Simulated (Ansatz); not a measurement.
**AlPH+ (triplet): the correlation ladder, def2-QZVPP**

An exercise on one series of results from a longer session: the logs are not shown, and one member is left open.

The runs use Ansatz 0.2.0, Gaussian basis; def2-QZVPP, core rule «outside noble gas», up to 10 orbitals frozen.

The runs, in order: UHF; ROHF; CCSD(T) on UHF.

2 further runs of the same task are left out: 2 set aside as unsound or not needed.

### The system

The geometry is a PBE0/def2-TZVP stationary point (not a proven minimum) of the parent state, kept for this charge and spin.

3 atoms, charge 1, spin multiplicity 3.

Atoms are counted from 1 here; the program's logs count them from 0.

Bond lengths: Al1–P2 2.144 Å, Al1–H3 1.581 Å. Angles: P2–Al1–H3 180.0°.

Coordinates:

```
Al    0.0000    0.0000    0.1876
P     0.0000    0.0000   -1.9566
H     0.0000    0.0000    1.7690
```

The first run:

The input, in.yaml:

```yaml
crystal:
  periodic: [false, false, false]
  atoms:
    - {symbol: Al, position_ang: [0.000000, 0.000000, 0.187600]}
    - {symbol: P, position_ang: [0.000000, 0.000000, -1.956600]}
    - {symbol: H, position_ang: [0.000000, 0.000000, 1.769000]}
basis:
  gaussian: {orbitals: "def2-QZVPP.json"}
total_charge: 1
magnetization: {spin_polarized: true, initial_magnetization: 2}
hamiltonian: {xc: hf}
output: {orbitals: {seedname: orbitals}}
```

Launch:

```sh
$ ansatz run in.yaml --threads 1 --pin off --events-out ev --progress --plain --max-ram 4096MiB --backend cpu
```

Among the steps run: UHF; ROHF; CCSD(T) on UHF.

One table of the session follows, with a row left open; its other results are not shown here.

| method | from UCCSD(T) (kcal/mol) |
| --- | --- |
| ROHF | +125.26 |
| UHF | +121.66 |
| UMP2 | ? |
| UCCSD | +5.03 |
| UCCSD(T) | 0 |

Q: Estimate the row for UMP2 from the others.

**Answer.** from UCCSD(T) (kcal/mol): +23.03. In the column «from UCCSD(T) (kcal/mol)» it lies between UCCSD (+5.03) and UHF (+121.66).
